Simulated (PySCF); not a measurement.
# C3H2S (Thiopropynal): the cost of one run

Computed with PySCF 2.14.0, with density-fitted response routines of our own, on a single molecule in the gas phase. Atoms are numbered from 0 throughout.

### 1 Starting geometry

6 atoms, charge 0, multiplicity 1; geometry from: GFN2-xTB. The atoms were then displaced at random by about 0.01 Å, so the start is not that level's minimum.

Bonds of the start (Å): C0–C1 1.24, C1–C2 1.41, C2–S3 1.59, C0–H4 1.02, C2–H5 1.09.

### 2 Geometry optimisation at PBE0-D3(BJ)/def2-TZVP

Job settings and geometry (Å):

```
{"job": {"xc": "PBE0", "basis": "def2-TZVP", "d3": "d3bj", "grid": 2, "shake": 0.01, "kind": "geom"}, "charge": 0, "multiplicity": 1}
C      1.562470    -0.225060    -0.056230
C      0.354210     0.027010    -0.008670
C     -1.036310     0.239110     0.040350
S     -2.077500    -0.954170    -0.091700
H      2.572200    -0.389080    -0.116020
H     -1.350900     1.272170     0.187610
```

Command:

```bash
> OMP_NUM_THREADS=1 python probes_run.py task.json out
```

This one command runs all jobs of the session in turn.

**Question.** How long does this first job take on 1 thread of Arm Neoverse V2, shared host, and how much memory does it need?

About 34 s, with a peak of 0.53 GiB.
